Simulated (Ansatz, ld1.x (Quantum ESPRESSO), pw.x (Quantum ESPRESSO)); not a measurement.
## hafnium: does the TM potential hold in the solid?

ld1.x (Quantum ESPRESSO) 7.5 input, shortened:

```
&input
   title='Hf', zed=72., rel=1, dft='PW', iswitch=3,
   config='[Xe] 4f14 5d2 6s1.75 6p0'
 /
 &inputp
   pseudotype=2, tm=.true., lloc=0,
   nlcc=.false.
 /
3
6P  2  1   0.00   0.00  3.15  3.15  0.0
5D  3  2   2.00   0.00  2.50  2.50  0.0
6S  1  0   1.75   0.00  2.20  2.20  0.0
 &test
   configts(1)='5d2 6s1.75 6p0'
 /
```

Atomic tests: cutoffs needed: 21 Ry and 30 Ry (the cutoffs (Ry, on a coarse ladder) from which the occupation-weighted sum of valence levels, in a spherical-Bessel basis at the reference potential, stays within 10 and 1 mRy of its value at 400 Ry); ghost test: no extra level below or beside the all-electron valence levels (p, d, s, f tested) (spherical-Bessel basis up to 400 Ry, 20 bohr box); largest excitation error: +81 meV (all-electron minus pseudo) for 5d2 6s0 6p0, out of 7 test configurations.

Crystal test: sc Hf in pw.x 7.5, no spin, 12³ k-points, Fermi–Dirac smearing 0.01 Ry, cutoffs 40/160 Ry. The reference is all-electron LAPW (Ansatz 0.2.0) with the same functional, mesh and smearing; V0 and B0 come from Birch–Murnaghan fits to the pressures at five volumes. Errors are pseudo minus all-electron; Δ is the rms difference of the E(V) curves that follow from these fits, minima aligned, over ±6 % about the mean V0. Mesh and smearing are coarse, so the numbers serve the comparison and aren't converged zero-temperature values; the lattice is a test structure that the element need not adopt.

All-electron: a0 = 2.830 Å (V0 = 22.66 Å³/atom), B0 = 85.3 GPa.

Question: How far does the potential miss the all-electron equation of state?

Answer: mean pressure error (GPa): -4.11. The pressure does not cross zero within the volumes sampled, so no fit is given. The largest radius (3.15 bohr) exceeds half the bond length (2.68 bohr), so the spheres overlap, which is one possible source of error among others. This is a poor potential for the solid.

```csv
V (Å³/atom),P all-electron (GPa),P pseudo (GPa)
21.643,4.23,-0.77
22.212,1.74,-2.74
22.782,-0.47,-4.52
23.352,-2.45,-6.12
23.921,-4.22,-7.55
```

Question: At the middle volume, how do free energy and pressure move when the wave cutoff is lowered (ecutrho kept at four times it)?

Answer:

```tsv
cutoff (Ry)	shift of F (meV/atom)	shift of P (GPa)
18	+402.2	-10.15
24	+53.8	-1.98
32	+3.8	+0.13
```

Input at the middle volume:

```
&control
  calculation='scf', prefix='x', pseudo_dir='./', outdir='./tmp', tstress=.true., disk_io='low'
/
&system
  ibrav=0, nat=1, ntyp=1, ecutwfc=40, ecutrho=160, nbnd=9,
  occupations='smearing', smearing='fd', degauss=0.01
/
&electrons
  conv_thr=1e-09, mixing_beta=0.4, electron_maxstep=70
/
ATOMIC_SPECIES
Hf 1.0 Hf.UPF
CELL_PARAMETERS angstrom
  2.83485347 0.00000000 0.00000000
  0.00000000 2.83485347 0.00000000
  0.00000000 0.00000000 2.83485347
ATOMIC_POSITIONS crystal
Hf 0.0000 0.0000 0.0000
K_POINTS automatic
12 12 12 0 0 0
```

```bash
pw.x < Hf.scf.in > Hf.scf.out
```

Lines of the output:

```
Message from routine setup:
     using ibrav=0 with symmetry is DISCOURAGED, use correct ibrav instead
     lattice parameter (alat)  =       5.3571  a.u.
     unit-cell volume          =     153.7406 (a.u.)^3
     number of electrons       =         4.00
     number of Kohn-Sham states=            9
     kinetic-energy cutoff     =      40.0000  Ry
     charge density cutoff     =     160.0000  Ry
     scf convergence threshold =      1.0E-09
     Exchange-correlation= PW
     number of k points=    84  Fermi-Dirac smearing, width (Ry)=  0.0100
     iteration #  1     ecut=    40.00 Ry     beta= 0.40
     total energy              =      -6.14223181 Ry
     estimated scf accuracy    <       0.00978109 Ry
     iteration #  2     ecut=    40.00 Ry     beta= 0.40
     total energy              =      -6.14281188 Ry
     estimated scf accuracy    <       0.00252302 Ry
     iteration #  3     ecut=    40.00 Ry     beta= 0.40
     total energy              =      -6.14321560 Ry
     estimated scf accuracy    <       0.00019409 Ry
     iteration #  4     ecut=    40.00 Ry     beta= 0.40
     total energy              =      -6.14323518 Ry
     estimated scf accuracy    <       0.00000211 Ry
     iteration #  5     ecut=    40.00 Ry     beta= 0.40
     total energy              =      -6.14323579 Ry
     estimated scf accuracy    <       0.00000101 Ry
     iteration #  6     ecut=    40.00 Ry     beta= 0.40
     total energy              =      -6.14323587 Ry
     estimated scf accuracy    <       0.00000002 Ry
     iteration #  7     ecut=    40.00 Ry     beta= 0.40
     the Fermi energy is     7.7220 ev
!    total energy              =      -6.14323587 Ry
     estimated scf accuracy    <          7.5E-10 Ry
     smearing contrib. (-TS)   =      -0.00697564 Ry
     The total energy is F=E-TS. E is the sum of the following terms:
     one-electron contribution =       4.41548752 Ry
     hartree contribution      =       0.06043222 Ry
     xc contribution           =      -2.13804505 Ry
     ewald contribution        =      -8.47413492 Ry
     convergence has been achieved in   7 iterations
          total   stress  (Ry/bohr**3)                   (kbar)     P=      -45.24
```

The run at the middle volume (84 k-points, 7 iterations) took about 5.2 s on one core of a shared host (Neoverse-V1, 32 threads, 247 GiB, load 25).
